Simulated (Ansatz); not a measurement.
input.yaml

```yaml
crystal:
  periodic: [false, false, false]
  atoms:
    - { symbol: "N", position_ang: [-0.5344, 0.2903, -0.0699] }
    - { symbol: B, position_ang: [0.3764, -0.8415, -0.0167] }
    - { symbol: F, position_ang: [1.1711, -1.0327, 1.1407] }
    - { symbol: H, position_ang: [-0.9604, 0.3129, -1.0264] }
    - { symbol: H, position_ang: [-0.0027, 1.1974, -0.0691] }
magnetization:
  spin_polarized: true
  initial_magnetization: 1
basis:
  gaussian: { orbitals: def2-SVP }
hamiltonian:
  xc: pbe
  dispersion: d4
relax:
  f_tol: 0.02
  max_steps: 40
```

Launched with:

```bash
$ ansatz run input.yaml --threads 1 --pin off --max-ram 2048MiB --backend cpu --events-out ev --progress --plain --runs-dir out
```

Hardware: 1 thread of Intel(R) Xeon(R) 6975P-C (Granite Rapids) (shared host).

Roughly how long does this run take, and how much memory?

5.8 s, with a peak of 0.15 GiB, for 7 ionic steps.
